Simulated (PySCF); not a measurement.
Molecule: SMILES PPP, H$_{5}$P$_{3}$.

Geometry:
| atom | x (Å) | y (Å) | z (Å) |
| --- | --- | --- | --- |
| P1 | 1.719 | -0.122 | -0.203 |
| P2 | 0.006 | -0.484 | 1.206 |
| P3 | -1.582 | -0.351 | -0.377 |
| H4 | 1.637 | 1.300 | -0.067 |
| H5 | 2.701 | -0.219 | 0.833 |
| H6 | 0.112 | -1.906 | 1.071 |
| H7 | -1.708 | 1.069 | -0.245 |
| H8 | -2.645 | -0.585 | 0.553 |

Geometry PBE0-D3(BJ)/def2-SVP throughout; GIAO in PySCF 2.14, gas phase, one conformer, non-relativistic; equivalent atoms averaged; functional PBE0.

(1) How do the absolute shieldings σ depend on the basis set? (ppm; last column core-seconds on 1 thread of an Arm Neoverse V2, shared host)

(2) Which nucleus moves most, in ppm?

(3) Taking the largest basis, def2-TZVP (141 functions), as the yardstick, rank the others by their worst heavy-atom deviation.

Answers

(1) 
| basis set | functions | P2 | P1/P3 | H6 | H4/H5/H7/H8 | core-s |
| --- | --- | --- | --- | --- | --- | --- |
| STO-3G | 32 | 608.4 | 662.7 | 31.83 | 32.01 | 1.3 |
| 6-31G | 49 | 520.5 | 564.2 | 29.91 | 30.02 | 2.3 |
| 6-31G* | 64 | 508.8 | 544.9 | 29.10 | 29.26 | 2.8 |
| def2-SVP | 79 | 530.8 | 569.4 | 28.74 | 28.85 | 2.9 |
| 6-311+G(2d,p) | 135 | 466.6 | 507.4 | 28.61 | 28.69 | 5.9 |
| def2-TZVP | 141 | 453.7 | 495.9 | 28.65 | 28.73 | 6.7 |

(2) P1/P3 (phosphorus bonded to P, 2 H): from 495.9 ppm with def2-TZVP to 662.7 ppm with STO-3G. The smallest spread is 3.22 ppm, at H6.

(3) 6-311+G(2d,p) 12.8 ppm (135 functions), 6-31G* 55.1 ppm (64 functions), 6-31G 68.3 ppm (49 functions), def2-SVP 77.0 ppm (79 functions), STO-3G 166.8 ppm (32 functions).

A small basis that lands close on one nucleus may do so by chance; judge by the trend and by all nuclei.
